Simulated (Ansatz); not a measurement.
# C3H5NO: the cost of one run

Program: Ansatz 0.2.0 through its Python package. Level of theory: B3LYP/def2-TZVP. These are calculated values, not measurements.

**1. The structure**

Bond lengths: C1–N2 1.289 Å, N2–C3 1.376 Å, C3–C4 1.505 Å, C3–O5 1.227 Å, C1–H6 1.105 Å, C1–H7 1.102 Å, C4–H8 1.093 Å, C4–H9 1.094 Å, C4–H10 1.093 Å. Angles: C1–N2–C3 116.1°, N2–C1–H6 124.5°, N2–C1–H7 119.3°, H6–C1–H7 116.1°, N2–C3–C4 113.0°, N2–C3–O5 125.4°, C4–C3–O5 121.5°, C3–C4–H8 109.7°, C3–C4–H9 109.7°, C3–C4–H10 109.7°, H8–C4–H9 108.8°, H8–C4–H10 110.0°, H9–C4–H10 108.8°.

The script holds or builds the structure itself.

**2. The script**

The input, energy_c3h5no.py:

```python
"""Single point of C3H5NO."""

import json
import sys

import ansatz as az
from rdkit import Chem
from rdkit.Chem import AllChem

params = {
    "basis": "def2-TZVP",
    "xc": "b3lyp",
}


def main() -> None:
    # a force-field geometry from the SMILES
    rd = Chem.AddHs(Chem.MolFromSmiles("C=NC(C)=O"))
    AllChem.EmbedMolecule(rd, randomSeed=941)
    AllChem.UFFOptimizeMolecule(rd)
    system = az.Crystal.molecule()
    for atom, xyz in zip(rd.GetAtoms(), rd.GetConformer().GetPositions()):
        system = system.atom(atom.GetSymbol(), xyz.round(5).tolist())

    calculation = (
        system.calculation()
        .basis(gaussian=params["basis"])
        .functional(params["xc"])
    )
    try:
        report = calculation.run(threads=1).report
    except az.AnsatzError as error:
        sys.exit(f"{type(error).__name__}: {error}")

    for key in ("converged", "free_energy_ev", "reference_energy_ev", "n_frozen", "n_occupied", "n_virtual"):
        print(f"{key:22s} {report[key]}")
    with open("c3h5no.json", "w") as handle:
        json.dump({k: report[k] for k in ("free_energy_ev", "reference_energy_ev", "n_occupied", "n_virtual")}, handle, indent=1)


if __name__ == "__main__":
    main()
```

**3. The calls as engine input**

The package turns the script's settings into the engine's input:

```yaml
crystal:
  periodic: [false, false, false]
  atoms:
    - { symbol: C, position_ang: [1.6554, -0.16673, 0.67154] }
    - { symbol: "N", position_ang: [0.9906, 0.89311, 0.32991] }
    - { symbol: C, position_ang: [-0.36533, 0.89875, -0.14006] }
    - { symbol: C, position_ang: [-1.16604, -0.36153, -0.28466] }
    - { symbol: O, position_ang: [-0.89842, 1.99926, -0.44037] }
    - { symbol: H, position_ang: [2.67602, -0.06708, 1.01436] }
    - { symbol: H, position_ang: [1.21888, -1.15567, 0.62446] }
    - { symbol: H, position_ang: [-1.25792, -0.86336, 0.70114] }
    - { symbol: H, position_ang: [-0.66727, -1.04286, -1.00514] }
    - { symbol: H, position_ang: [-2.18591, -0.13387, -0.66165] }
basis:
  gaussian:
    orbitals: def2-TZVP
hamiltonian:
  xc: b3lyp
```

**4. Running it**

Run with:

```
python energy_c3h5no.py
```

**Question.** How long does this script take on 1 thread of Arm Neoverse V2, shared host, and how much memory does it need?

About 5.6 s, with a peak of 0.4 GiB.
